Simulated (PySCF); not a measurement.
# CHFO (formyl fluoride): the cost of one run

The runs use PySCF 2.14.0, with density-fitted response routines of our own; the level of theory stands in each step. All values are computed, except where a source is named. Atoms count from 0, in the outputs and in this text.

## 1. Starting geometry

4 atoms, charge 0, multiplicity 1; geometry from: GFN2-xTB. The atoms were then displaced at random by about 0.01 Å, so the start is not that level's minimum.

Bonds of the start (Å): O0–C1 1.17, C1–F2 1.33, C1–H3 1.10.

## 2. Geometry optimisation at PBE0-D3(BJ)/def2-SVP

Job settings and geometry (Å):

```
{"job": {"xc": "PBE0", "basis": "def2-SVP", "d3": "d3bj", "grid": 1, "shake": 0.01, "kind": "geom"}, "charge": 0, "multiplicity": 1}
O     -0.864260    -0.879610     0.002820
C     -0.094470     0.000730    -0.007740
F      1.209620    -0.240990    -0.015830
H     -0.212900     1.094500    -0.012260
```

Launch:

```sh
$ OMP_NUM_THREADS=1 python probes_run.py task.json out
```

One launch serves the whole session: the jobs run in the order shown.

Q: Estimate the wall time and peak memory of this first job on 1 thread of Arm Neoverse V1, shared host.

About 3.4 s, with a peak of 0.26 GiB.
